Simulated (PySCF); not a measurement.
Two species compared at the same levels of theory.

First species: acetophenone, C8H8O.
SMILES: `CC(=O)c1ccccc1`

Second species: 3,4-dimethylthiophene, C6H8S.
SMILES: `Cc1cscc1C`

Levels: wB97X-D/def2-SVPD for dipole moment, HOMO energy, LUMO energy, HOMO–LUMO gap, static isotropic polarisability and electronic spatial extent ⟨r²⟩ about the centre of nuclear charge; TDDFT wB97X-D/def2-SVPD for lowest singlet excitation; TDA wB97X-D/def2-SVPD for lowest triplet excitation (Tamm–Dancoff); GFN2-xTB for rotational constant A and rotational constant C. Geometries: GFN2-xTB. Each species is one conformer at its optimised geometry, gas phase, non-relativistic unless stated; the electronic structure was computed with PySCF and density fitting.

Dipoles, sizes and rotational constants follow the conformer. The torsions of the flexible species, by atom-mapped SMILES:
- `[CH3:1][C:2](=[O:3])[c:4]1[cH:5][cH:6][cH:7][cH:8][cH:9]1`: C1–C2–C4–C5 0°

Q: Which of the two has the higher rotational constant C, and by how much?

A: The second: 1.334 GHz against 0.933 GHz, a difference of 0.401 GHz.

Q: Which has the higher S1 energy?

A: The second: 5.84 eV against 3.98 eV, a difference of 1.86 eV.

Q: Which has the higher rotational constant A?

A: The first: 3.724 GHz against 3.648 GHz, a difference of 0.076 GHz.

Q: Which of the two has the higher T1 energy, and by how much?

A: The second: 3.95 eV against 3.52 eV, a difference of 0.43 eV.

Q: Which has the higher ⟨r²⟩?

A: The first: 1219 bohr² against 906 bohr², a difference of 313 bohr².

Q: Which has the higher LUMO energy?

A: The second: 1.59 eV against 0.00 eV, a difference of 1.59 eV.

Q: Which of the two has the higher HOMO–LUMO gap, and by how much?

A: The second: 10.01 eV against 9.33 eV, a difference of 0.68 eV.

Q: Which has the higher dipole moment?

A: The first: 3.23 D against 1.37 D, a difference of 1.86 D.

On the first: In atomic units the dipole is 1.27 e·bohr (1 au = 2.5417 D). The polarisability is 13.93 Å³ as a volume (1 au = 0.148185 Å³), or 1.47 au for each of the 64 electrons.

On the second: The principal polarisabilities are 60.0, 90.7 and 108.4 au; their mean is the isotropic value. S1 lies 4.17 eV below the HOMO–LUMO gap; its leading configuration is HOMO−1→LUMO, weight 0.88.
